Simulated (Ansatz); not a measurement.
System: ClF, net charge 0, singlet state. SMILES: FCl
Geometry: optimised at B3LYP-D3(BJ)/def2-TZVP (Ansatz, a quantum-chemistry and plane-wave program).

Quantity: enthalpy of formation at 298 K, in kcal/mol. Conventions: no spin-orbit coupling; six Cartesian d functions in 6-31G* and its kin unless marked 5d; frozen cores in correlated levels; 6-311+G** with 5d, 6d on Na to Ar in Ansatz; non-relativistic; UHF or UKS for open shells; LANL2DZ with its own core potentials from Na on. Basis-set limits of correlation are two-point, X^-3; Hartree-Fock from the larger set (for Q and 5 zeta extrapolated as (X+1)exp(-9√X)). Ab initio and DFT rows: single points at B3LYP-D3(BJ) geometries (Ansatz), with unscaled harmonic terms from B3LYP/6-31G* at its own minima, enthalpies of formation by atomisation with measured atoms.

Measured values: Active Thermochemical Tables 1.112 (ions: stationary electron), as tabulated in the package chemicals; they hold spin-orbit and core effects, anharmonicity. 

Value to compare with, the measured value: -13.3 kcal/mol.

| level | program | enthalpy of formation at 298 K (kcal/mol) | error |
|---|---|---|---|
| HF/STO-3G | Ansatz | 46.7 | 60.0 |
| HF/3-21G | Ansatz | 59.0 | 72.3 |
| HF/LANL2DZ | Ansatz | 70.4 | 83.7 |
| HF/6-31G* | Ansatz | 44.3 | 57.6 |
| HF/6-311+G** | Ansatz | 48.0 | 61.3 |
| CCSD(T)/CBS(cc-pV(Q+d)Z,cc-pV(5+d)Z) | Ansatz | -14.4 | -1.1 |

Among the 5 habitual levels, HF/LANL2DZ lies farthest from the measured value (83.7 kcal/mol); 5 of 5 lie above it, and their mean absolute error is 67.0 kcal/mol, the median 61.3. One case shows no general order.

The sets are all those run for this method; runs whose electronic state is in doubt are left out.
